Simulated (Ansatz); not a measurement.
The input, for Ansatz 0.2.0:

```yaml
crystal:
  periodic: [false, false, false]
  atoms:
    - {symbol: Al, position_ang: [0.000000, 0.000000, -1.704679]}
    - {symbol: O, position_ang: [0.000000, 0.000000, 0.377321]}
    - {symbol: H, position_ang: [0.000000, 0.000000, 1.327357]}
basis:
  gaussian: {orbitals: 6-31G}
correlation: {method: fic_mrcisd_q, electrons: outside_noble_gas, active_space: {window: {electrons: 2, orbitals: 2}}}
```

```sh
$ ansatz run in.yaml --threads 1 --pin off --events-out ev --progress --plain --max-ram 2393MiB
```

**Question.** Roughly how long does this take on 1 thread of Arm Neoverse V1, shared host, and how much host memory?

**Answer.** 0.69 s wall and 0.07 GiB.

```
245 factors; integrals over basis functions are off by at most 3.5e-4 eV
mean field evaluation 1: about -8631.0581 eV, gradient 4.1e1 eV
mean field evaluation 2: about -8631.0596 eV, gradient 4.1e1 eV
mean field evaluation 4: about -8634.6057 eV, gradient 2.0e0 eV
mean field evaluation 8: about -8634.6278 eV, gradient 1.3e-1 eV
mean field -8634.62793991 eV, -317.3167240307 hartree, gradient 2.7e-6 eV, S^2 0.000000; 0 other end points of the search recorded, 0 dependent functions left out
reference -8634.62793991 eV, -317.3167240307 hartree; 11, 11 occupied and 13, 13 virtual orbitals, 245 factors
state -8635.16497756 eV, -317.3364598002 hartree
contracted CI cycle   1: correlation 0.00000000 eV, 0.0000000000 hartree, residual 1.75e1 eV
contracted CI cycle   2: correlation -3.55845416 eV, -0.1307707784 hartree, residual 3.61e0 eV
contracted CI cycle   3: correlation -3.81381759 eV, -0.1401552112 hartree, residual 1.44e0 eV
contracted CI cycle   4: correlation -3.85165965 eV, -0.1415458814 hartree, residual 4.79e-1 eV
contracted CI cycle   5: correlation -3.85658934 eV, -0.1417270441 hartree, residual 1.84e-1 eV
contracted CI cycle   6: correlation -3.85732235 eV, -0.1417539817 hartree, residual 6.94e-2 eV
contracted CI cycle   7: correlation -3.85741616 eV, -0.1417574292 hartree, residual 2.71e-2 eV
contracted CI cycle   8: correlation -3.85743222 eV, -0.1417580194 hartree, residual 1.15e-2 eV
contracted CI cycle   9: correlation -3.85743494 eV, -0.1417581195 hartree, residual 4.52e-3 eV
contracted CI cycle  10: correlation -3.85743535 eV, -0.1417581345 hartree, residual 1.56e-3 eV
contracted CI cycle  11: correlation -3.85743540 eV, -0.1417581362 hartree, residual 6.08e-4 eV
state -8635.16497756 eV, -317.3364598002 hartree; corrected -8639.34925743 eV, -317.4902292494 hartree
state -8634.95116842 eV, -317.3286024594 hartree
contracted CI cycle   1: correlation 0.00000000 eV, 0.0000000000 hartree, residual 1.87e1 eV
contracted CI cycle   2: correlation -3.77912518 eV, -0.1388802887 hartree, residual 3.27e0 eV
contracted CI cycle   3: correlation -4.01407995 eV, -0.1475147173 hartree, residual 1.48e0 eV
contracted CI cycle   4: correlation -4.05819300 eV, -0.1491358421 hartree, residual 4.76e-1 eV
contracted CI cycle   5: correlation -4.06406796 eV, -0.1493517427 hartree, residual 1.87e-1 eV
contracted CI cycle   6: correlation -4.06484869 eV, -0.1493804342 hartree, residual 7.12e-2 eV
contracted CI cycle   7: correlation -4.06496935 eV, -0.1493848681 hartree, residual 2.62e-2 eV
contracted CI cycle   8: correlation -4.06498682 eV, -0.1493855102 hartree, residual 1.08e-2 eV
contracted CI cycle   9: correlation -4.06499001 eV, -0.1493856273 hartree, residual 4.34e-3 eV
contracted CI cycle  10: correlation -4.06499042 eV, -0.1493856427 hartree, residual 1.57e-3 eV
contracted CI cycle  11: correlation -4.06499049 eV, -0.1493856451 hartree, residual 5.12e-4 eV
state -8634.95116842 eV, -317.3286024594 hartree; corrected -8639.32283918 eV, -317.4892583964 hartree
state -8635.16497756 eV, -317.3364598002 hartree; corrected -8639.34925743 eV, -317.4902292494 hartree
2 active orbitals were swapped for others, from the solution at -8634.95116010 eV, -317.3286021537 hartree to that at -8635.16497579 eV, -317.3364597351 hartree; typed "places" are swapped only where nearly empty or full, and so, without "given_window_search", are "orbital_numbers", "shells" and a window whose orbitals a file names under [Active]
Total energy: -8639.34925743 eV, -317.4902292494 hartree
```

Natural occupations: 1.9817 0.0183.

For the same geometry and basis full CI lies 70.3 meV lower.
